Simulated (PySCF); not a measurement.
Frontier orbitals and the lowest excitations

Compound: boranylsilane, BH5Si.
Z-matrix (Å and degrees, PBE0-D3(BJ)/def2-SVP geometry), rows numbered from 1:
```
B 
Si  1  2.0155
H   1  1.2081  2  123.27
H   1  1.2093  2  119.23  3   178.59
H   2  1.5017  1  107.35  3  -111.40
H   2  1.4955  1  114.94  3     8.82
H   2  1.4989  1  110.53  3   131.98
```

Method: TDDFT PBE0/def2-SVPD, vertical, gas phase, core orbitals frozen in the response (PySCF 2.14.0, density-fitted response routines).

Kohn–Sham orbitals with the atoms that hold most of them (Löwdin shares over 4%, at most four atoms; ? is withheld):

| orbital | ε (eV) | atoms |
| --- | --- | --- |
| LUMO+2 | 1.03 | Si2 42%, H6 16%, B1 14%, H7 9% |
| LUMO+1 | 0.57 | B1 42%, Si2 31%, H5 8%, H7 7% |
| LUMO | -2.49 | ? |
| HOMO | ? | ? |
| HOMO-1 | -9.31 | Si2 30%, H6 23%, B1 18%, H7 10% |
| HOMO-2 | -9.76 | Si2 42%, H5 28%, H7 21%, B1 6% |
| HOMO-3 | -10.38 | B1 35%, Si2 17%, H3 16%, H4 15% |

Q: Give the leading atoms of the HOMO.

A: B1 (bonded to Si and 2 H) 38%; Si2 (bonded to B and 3 H) 33%; H3 (bonded to B) 7%; H4 (bonded to B) 7%. By element: boron 38%, silicon 33%, hydrogen 14% or more.

Q: Which atoms hold the LUMO, and with what shares?

A: B1 (bonded to Si and 2 H) 58%; Si2 (bonded to B and 3 H) 18%; H3 (bonded to B) 9%; H4 (bonded to B) 9%. By element: boron 58%, hydrogen 18% or more, silicon 18%.

Q: What is the HOMO energy, and the HOMO–LUMO gap?

A: ε(HOMO) = -8.49 eV; the gap is 6.01 eV (0.2207 hartree).

Q: The HOMO–LUMO gap is 6.01 eV. Where does the response calculation put the lowest singlet, and from which orbitals?

A: S1 is at 4.24 eV (f = 0.0032), 1.76 eV below the gap, made of HOMO→LUMO (98%). Without the coupling terms of the response equations the lowest excitation would equal the gap.

Q: One configuration dominates each of S1, S2, S4 and S5. Which, and how do the shares of the two leading atoms of either orbital change from the occupied to the empty one?

A: 
- S1 (4.24 eV, f 0.0032), HOMO→LUMO (98%): B1 38% → 58%, Si2 33% → 18%
- S2 (5.20 eV, f 0.0014), HOMO-1→LUMO (86%): Si2 30% → 18%, H6 23% → at most 7%, B1 18% → 58%
- S4 (6.27 eV, f 0.068), HOMO-2→LUMO (97%): Si2 42% → 18%, H5 28% → at most 7%, B1 6% → 58%
- S5 (7.91 eV, f 0.013), HOMO→LUMO+1 (98%): B1 38% → 42%, Si2 33% → 31%

Löwdin shares depend on the basis, the more so with diffuse functions.

On an Intel Xeon Platinum 8259CL at 2.50 GHz with one thread, no GPU, shared host, this took 15 s of wall time (with the writing of density and orbital grids) and 0.37 GiB of memory at its peak.
